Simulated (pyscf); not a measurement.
H₃C–Zn–SH (SMILES [CH3][Zn][SH]) + CH₃• (SMILES [CH3]) → H₃C–CH₃ (SMILES CC) + [HS–Zn]• (SMILES [SH][Zn]), a substitution at C (doublet surface; C–Zn broken, C–C formed). PySCF, gas phase, ωB97X-D3(BJ)/def2-SVP geometries. Energies in kcal/mol from the separated reactants.

AM1 to PM7: differences of heats of formation from MOPAC. Open shells are spin-unrestricted. 

Question: Quick PM3 single points give ΔE‡ = 15.6 kcal/mol and ΔE = -22.8 kcal/mol. What does ωB97M-D3(BJ)/def2-TZVP give, and how far is the quick result from it?

Answer: ωB97M-D3(BJ)/def2-TZVP gives ΔE‡ = 26.7 kcal/mol and ΔE = -23.5 kcal/mol. PM3 lies 11.1 kcal/mol under it in the barrier and 0.7 kcal/mol over it in the reaction energy, so on this step it does not hold to within 3.0 kcal/mol. ωB97M-D3(BJ)/def2-TZVP has limits of its own. This is the saddle that the search found; another between the same sides may lie lower. The angle at the attacked C is 179°. In the def2 sets elements up to Kr have no core potential.
